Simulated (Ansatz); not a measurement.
# C₃H₆ (SMILES C1CC1): a rigid scan of the bond length C1–H5

One table from this session's results is given with a row withheld; the runs are named, their logs left out.

Program: Ansatz 0.2.0, Gaussian basis. Level of theory: single points in def2-TZVPP. These are calculated values, not measurements.

Levels: PBE-D4, r2SCAN-D4, PBE0-D4, B3LYP-D4, wB97M-V, Hartree-Fock, MP2, CCSD, CCSD(T). The scan takes 0.888, 0.934, 1.000, 1.079, 1.165, 1.258, 1.357, 1.461, 1.570 Å.

Cores are frozen in the correlated methods. B3LYP uses VWN-RPA correlation.

27 further runs of the same task are left out: 27 set aside as unsound or not needed.

### Where the work starts

9 atoms, charge 0, spin multiplicity 1.

Atoms are counted from 1 here; the program's logs count them from 0.

Bond lengths: C1–C2 1.466 Å, C1–C3 1.446 Å, C1–H4 1.104 Å, C1–H5 1.082 Å, C2–C3 1.512 Å, C2–H6 1.101 Å, C2–H7 1.107 Å, C3–H8 1.094 Å, C3–H9 1.114 Å. Angles: C2–C1–C3 62.5°, C2–C1–H4 113.4°, C2–C1–H5 122.2°, C3–C1–H4 116.2°, C3–C1–H5 123.0°, H4–C1–H5 111.5°, C1–C2–C3 58.1°, C1–C2–H6 120.2°, C1–C2–H7 117.4°, C3–C2–H6 118.2°, C3–C2–H7 119.3°, H6–C2–H7 113.2°, C1–C3–C2 59.4°, C1–C3–H8 116.6°, C1–C3–H9 123.2°, C2–C3–H8 114.0°, C2–C3–H9 116.8°, H8–C3–H9 114.8°.

Geometry (Å):

```xyz
9
C3H6
C    -0.4923   -0.0230   -0.6752
C     0.7136    0.4671    0.0002
C    -0.2322   -0.5089    0.6618
H    -1.2830    0.7412   -0.7702
H    -0.4447   -0.6556   -1.5511
H     0.7530    1.4978    0.3862
H     1.6904    0.1052   -0.3755
H     0.1644   -1.5245    0.7456
H    -0.7806   -0.1456    1.5613
```

The first run:

Contents of pre/in.yaml:

```yaml
crystal:
  periodic: [false, false, false]
  atoms:
    - {symbol: C, position_ang: [-0.492300, -0.023000, -0.675200]}
    - {symbol: C, position_ang: [0.713600, 0.467100, 0.000200]}
    - {symbol: C, position_ang: [-0.232200, -0.508900, 0.661800]}
    - {symbol: H, position_ang: [-1.283000, 0.741200, -0.770200]}
    - {symbol: H, position_ang: [-0.444700, -0.655600, -1.551100]}
    - {symbol: H, position_ang: [0.753000, 1.497800, 0.386200]}
    - {symbol: H, position_ang: [1.690400, 0.105200, -0.375500]}
    - {symbol: H, position_ang: [0.164400, -1.524500, 0.745600]}
    - {symbol: H, position_ang: [-0.780600, -0.145600, 1.561300]}
basis:
  gaussian: {orbitals: def2-SVP}
hamiltonian: {xc: pbe, dispersion: d4}
relax: {f_tol: 0.03, max_steps: 250}
```

No record of the launch command was kept for these runs.

Among the steps run: A first relaxation in a small basis; Finding the minimum; The minimum at every level; C1–H5 = 0.888 Å; C1–H5 = 0.934 Å; C1–H5 = 1.000 Å; C1–H5 = 1.079 Å; C1–H5 = 1.165 Å; C1–H5 = 1.258 Å; C1–H5 = 1.357 Å; C1–H5 = 1.461 Å; C1–H5 = 1.570 Å.

One of the session's tables, all rows but one given; the rest of the session is left out.

It belongs to the step «The curves». Energies less that of the minimum at the same level (kJ/mol):

| bond length (Å) | PBE-D4 | PBE0-D4 | B3LYP-D4 | wB97M-V | Hartree-Fock |
| --- | --- | --- | --- | --- | --- |
| 0.888 | 98.6 | 94.8 | 92.6 | 92.7 | 90.2 |
| 0.934 | 53.0 | 50.0 | 48.6 | 48.5 | 46.0 |
| 1.000 | 15.2 | 13.4 | 12.8 | 12.7 | 11.0 |
| 1.079 | 0.1 | 0.0 | 0.0 | 0.0 | -0.1 |
| 1.083 (minimum) | 0.0 | 0.0 | 0.0 | 0.0 | 0.0 |
| 1.165 | 7.8 | 9.9 | 10.0 | 10.4 | 12.8 |
| 1.258 | ? | ? | ? | ? | ? |
| 1.357 | 70.7 | 78.6 | 77.2 | 79.6 | 89.5 |
| 1.461 | 114.6 | 126.1 | 122.8 | 128.2 | 142.8 |
| 1.570 | 162.8 | 178.2 | 173.1 | 180.9 | 200.6 |

**Question.** Estimate the row for bond length (Å) = 1.258.

Worked estimate for «PBE-D4». A straight line through the neighbours (1.165, 7.8) and (1.357, 70.7) gives 7.8 + (70.7 − 7.8) × (1.258 − 1.165) / (1.357 − 1.165) = 38.3; a parabola fitted to 4 rows on both sides gives 33.5.

The run gave: PBE-D4: 33.2; PBE0-D4: 38.0; B3LYP-D4: 37.6; wB97M-V: 38.7; Hartree-Fock: 44.5. In «PBE-D4» the line misses by +5.1 and the parabola by +0.3.

Caveats from the session: A polynomial through the near points puts the CCSD(T) minimum 0.003 Å below the PBE0-D4 value.
